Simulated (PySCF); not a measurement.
C2H6, SMILES CC.

Geometry optimised at r2SCAN-D4/def2-TZVP.

Two levels are set side by side: PBE/def2-TZVPD (PySCF) and ωB97X/def2-TZVPD (PySCF). Same geometry, gas phase. Differences are taken from unrounded values.

```json
[
 {"quantity": "orbital gap (eV)", "ωB97X": "14.34", "PBE": "8.06", "PBE minus ωB97X": "-6.28"},
 {"quantity": "highest occupied level (eV)", "ωB97X": "-12.10", "PBE": "-8.13", "PBE minus ωB97X": "3.97"},
 {"quantity": "lowest empty level (eV)", "ωB97X": "2.24", "PBE": "-0.07", "PBE minus ωB97X": "-2.32"},
 {"quantity": "mean polarisability (bohr³)", "ωB97X": "28.4", "PBE": "29.7", "PBE minus ωB97X": "1.2"}
]
```

Without exact exchange PBE keeps part of each electron's self-repulsion, which lifts occupied levels and narrows the gap. Loosely held outer electrons make PBE densities more polarisable. Differences between two approximate levels are no errors against the true value.

Rough cost on one machine, each run with all the roots and properties that it gave: ωB97X against PBE within a factor of 2.
